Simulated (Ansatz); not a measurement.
# CH5NSi: basis-set convergence

One table from this session's results is given with a row withheld; the runs are named, their logs left out.

Computed with Ansatz 0.2.0, Gaussian basis. Level: one geometry, several basis sets.

Levels to be run: PBE0-D4/def2-SVP; ωB97M-V/def2-SVP; PBE0-D4/def2-QZVPP; ωB97M-V/def2-QZVPP; the functionals' def2-TZVPP values are taken from earlier runs.

### The geometry

An earlier PBE0-D4 in a triple-zeta def2 set relaxation fixed the geometry.

SMILES `N=C[SiH3]`, 8 atoms, charge 0, spin multiplicity 1.

Atoms are counted from 1 here; the program's logs count them from 0.

Bond lengths: N1–C2 1.269 Å, N1–H4 1.023 Å, C2–Si3 1.889 Å, C2–H5 1.102 Å, Si3–H6 1.488 Å, Si3–H7 1.488 Å, Si3–H8 1.481 Å. Angles: C2–N1–H4 111.5°, N1–C2–Si3 119.7°, N1–C2–H5 122.0°, Si3–C2–H5 118.3°, C2–Si3–H6 108.9°, C2–Si3–H7 108.9°, C2–Si3–H8 109.8°, H6–Si3–H7 107.8°, H6–Si3–H8 110.7°, H7–Si3–H8 110.7°.

Geometry (Å):

```
atom    x (Å)    y (Å)    z (Å)
  N1  -1.3160  -0.1397  -1.0805
  C2  -0.3492   0.4666  -0.5244
 Si3   0.6992  -0.4292   0.7662
  H4  -1.7967   0.4600  -1.7555
  H5  -0.0962   1.5105  -0.7705
  H6   0.6355   0.3246   2.0476
  H7   2.1170  -0.4388   0.3144
  H8   0.1986  -1.8110   0.9470
```

Set-up of the first run:

The input, in.yaml:

```yaml
crystal:
  periodic: [false, false, false]
  atoms:
    - {symbol: N, position_ang: [-1.316048, -0.139659, -1.080481]}
    - {symbol: C, position_ang: [-0.349203, 0.466561, -0.524369]}
    - {symbol: Si, position_ang: [0.699229, -0.429229, 0.766190]}
    - {symbol: H, position_ang: [-1.796674, 0.460046, -1.755544]}
    - {symbol: H, position_ang: [-0.096244, 1.510468, -0.770529]}
    - {symbol: H, position_ang: [0.635541, 0.324590, 2.047577]}
    - {symbol: H, position_ang: [2.116980, -0.438841, 0.314390]}
    - {symbol: H, position_ang: [0.198618, -1.811034, 0.946967]}
basis:
  gaussian: {orbitals: def2-SVP}
hamiltonian: {xc: pbe0, dispersion: d4}
output: {orbitals: {seedname: orbitals}}
```

On the command line:

```bash
$ ansatz run in.yaml --threads 2 --pin off --events-out ev --progress --plain --max-ram 4352MiB
```

Among the steps run: PBE0-D4 in def2-SVP; ωB97M-V in def2-SVP; PBE0-D4 in def2-QZVPP; ωB97M-V in def2-QZVPP.

One of the session's tables, all rows but one given; the rest of the session is left out.

It belongs to the step «Density functionals: the series». 

```
functional       basis  HOMO (eV)
   PBE0-D4    def2-SVP      -7.26
   PBE0-D4  def2-TZVPP      -7.46
   PBE0-D4  def2-QZVPP          ?
   ωB97M-V    def2-SVP      -9.57
   ωB97M-V  def2-TZVPP      -9.80
   ωB97M-V  def2-QZVPP      -9.83
```

Q: Estimate the row for PBE0-D4, def2-QZVPP from the others.

**Answer.** HOMO (eV): -7.49. In the column «HOMO (eV)» it lies between ωB97M-V, def2-SVP (-9.57) and PBE0-D4, def2-TZVPP (-7.46).
